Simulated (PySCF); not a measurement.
PySCF input (TPSSh/def2-TZVPD):

```python
from pyscf import gto, scf, dft

mol = gto.M(
    atom='''
    C     1.24148412   -0.38487645   -0.02448150
    C     0.13162726    0.61399813   -0.00546734
    O    -1.21553909   -0.18225276   -0.04318967
    H    -2.01707153    0.37302904   -0.00729226
    H     0.07373152    1.22038304    0.89478114
    H     0.04921562    1.21477509   -0.90633540
    H     2.17782210    0.17928470   -0.03733501
    H     1.25514759   -1.00629661    0.87265789
    H     1.21308039   -1.00752305   -0.91762756
    H    -1.26628133   -0.89036033    0.62636158
    ''',
    basis='def2-tzvpd',
    charge=1,
    spin=0,
    verbose=4,
)

mf = dft.RKS(mol, xc='tpssh').density_fit(auxbasis='def2-universal-jkfit')
mf.grids.level = 3
mf.conv_tol = 1e-9
mf.max_cycle = 100
mf.max_memory = 1500
mf.kernel()
if not mf.converged:
    mf = mf.newton()
    mf.kernel(mf.make_rdm1())
mf.analyze()
```

End of the output:

```
Extra cycle  E= -155.420774037243  delta_E= -1.71e-13  |g|= 8.84e-07  |ddm|= 4.03e-06
converged SCF energy = -155.420774037243
**** SCF Summaries ****
Total Energy =                        -155.420774037242609
Nuclear Repulsion Energy =              87.862131760460613
One-electron Energy =                 -377.243148354062669
Two-electron Energy =                  133.960242556359447
Two-electron Coulomb Energy =          155.770051775447001
DFT Exchange-Correlation Energy =      -21.809809219087551
HOMO-LUMO gap [eV] =                     8.661798847186574
**** MO energy ****
MO #1   energy= -19.4094234191692  occ= 2
MO #2   energy= -10.410564079414   occ= 2
MO #3   energy= -10.3066708816857  occ= 2
MO #4   energy= -1.34389803692552  occ= 2
MO #5   energy= -0.978977412974761 occ= 2
MO #6   energy= -0.860810464701338 occ= 2
MO #7   energy= -0.829611014032174 occ= 2
MO #8   energy= -0.738496456089109 occ= 2
MO #9   energy= -0.686711468434559 occ= 2
MO #10  energy= -0.617293191436033 occ= 2
MO #11  energy= -0.590774093740429 occ= 2
MO #12  energy= -0.574157351169805 occ= 2
MO #13  energy= -0.550615453892306 occ= 2
MO #14  energy= -0.232300214792751 occ= 0
MO #15  energy= -0.168734651312886 occ= 0
MO #16  energy= -0.154509414178522 occ= 0
MO #17  energy= -0.125353873009573 occ= 0
MO #18  energy= -0.117076592865339 occ= 0
MO #19  energy= -0.0999475952707165 occ= 0
MO #20  energy= -0.0791614356949335 occ= 0
MO #21  energy= -0.0731249142930482 occ= 0
MO #22  energy= -0.0638168699396482 occ= 0
MO #23  energy= -0.0478442834299883 occ= 0
MO #24  energy= -0.0376346840259924 occ= 0
MO #25  energy= -0.0308511360289437 occ= 0
MO #26  energy= -0.0109500477195966 occ= 0
MO #27  energy= -0.000621382488630451 occ= 0
MO #28  energy= 0.00566210713448502 occ= 0
MO #29  energy= 0.0134760418501076 occ= 0
MO #30  energy= 0.0315166032460696 occ= 0
MO #31  energy= 0.0429264816953403 occ= 0
MO #32  energy= 0.0658005902313699 occ= 0
MO #33  energy= 0.0672707017250964 occ= 0
MO #34  energy= 0.0787207148368848 occ= 0
MO #35  energy= 0.0907434495856614 occ= 0
MO #36  energy= 0.0944537163347769 occ= 0
MO #37  energy= 0.104656089217927  occ= 0
MO #38  energy= 0.117482768127545  occ= 0
MO #39  energy= 0.123414708513476  occ= 0
MO #40  energy= 0.130158190246745  occ= 0
MO #41  energy= 0.137788916700024  occ= 0
MO #42  energy= 0.142421837746467  occ= 0
MO #43  energy= 0.147371644863627  occ= 0
MO #44  energy= 0.168283859623823  occ= 0
MO #45  energy= 0.170809619443572  occ= 0
MO #46  energy= 0.18039441747577   occ= 0
MO #47  energy= 0.188045887061351  occ= 0
MO #48  energy= 0.19418353907022   occ= 0
MO #49  energy= 0.216136470550134  occ= 0
MO #50  energy= 0.221615344343044  occ= 0
MO #51  energy= 0.236767605284018  occ= 0
MO #52  energy= 0.242835679454321  occ= 0
MO #53  energy= 0.246448194790386  occ= 0
MO #54  energy= 0.257765781284936  occ= 0
MO #55  energy= 0.266915889985294  occ= 0
MO #56  energy= 0.27474021862136   occ= 0
MO #57  energy= 0.27859061078711   occ= 0
MO #58  energy= 0.289221811365168  occ= 0
MO #59  energy= 0.297261996427033  occ= 0
MO #60  energy= 0.305616809310051  occ= 0
MO #61  energy= 0.343648492135021  occ= 0
MO #62  energy= 0.375005509310805  occ= 0
MO #63  energy= 0.387621408930841  occ= 0
MO #64  energy= 0.399334457452479  occ= 0
MO #65  energy= 0.405647400263833  occ= 0
MO #66  energy= 0.449099114356011  occ= 0
MO #67  energy= 0.454186946436827  occ= 0
MO #68  energy= 0.466848933577283  occ= 0
MO #69  energy= 0.473856853066847  occ= 0
MO #70  energy= 0.500357198010415  occ= 0
MO #71  energy= 0.515802594641541  occ= 0
MO #72  energy= 0.521728852619794  occ= 0
MO #73  energy= 0.530603053109505  occ= 0
MO #74  energy= 0.536255704723474  occ= 0
MO #75  energy= 0.548205723483762  occ= 0
MO #76  energy= 0.572133540800363  occ= 0
MO #77  energy= 0.5911316220974    occ= 0
MO #78  energy= 0.596161044097058  occ= 0
MO #79  energy= 0.669143564191974  occ= 0
MO #80  energy= 0.676587873651957  occ= 0
MO #81  energy= 0.704970982576192  occ= 0
MO #82  energy= 0.740571991487883  occ= 0
MO #83  energy= 0.761691867454264  occ= 0
MO #84  energy= 0.789244366522009  occ= 0
MO #85  energy= 0.804845586670148  occ= 0
MO #86  energy= 0.84981001531585   occ= 0
MO #87  energy= 0.928806989022295  occ= 0
MO #88  energy= 0.958949507055532  occ= 0
MO #89  energy= 0.98174789012063   occ= 0
MO #90  energy= 1.00423845888164   occ= 0
MO #91  energy= 1.05007063433246   occ= 0
MO #92  energy= 1.08152054119007   occ= 0
MO #93  energy= 1.14584691176036   occ= 0
MO #94  energy= 1.35675883893195   occ= 0
MO #95  energy= 1.37077611745878   occ= 0
MO #96  energy= 1.45070384529414   occ= 0
MO #97  energy= 1.46717790606723   occ= 0
MO #98  energy= 1.48561609073503   occ= 0
MO #99  energy= 1.51986826875839   occ= 0
MO #100 energy= 1.55841245630931   occ= 0
MO #101 energy= 1.57645328169608   occ= 0
MO #102 energy= 1.58917584101674   occ= 0
MO #103 energy= 1.62196518680656   occ= 0
MO #104 energy= 1.63312586494752   occ= 0
MO #105 energy= 1.65711002210217   occ= 0
MO #106 energy= 1.67712435895737   occ= 0
MO #107 energy= 1.68923996405926   occ= 0
[...]
```

It need not be the lowest isomer of its formula.
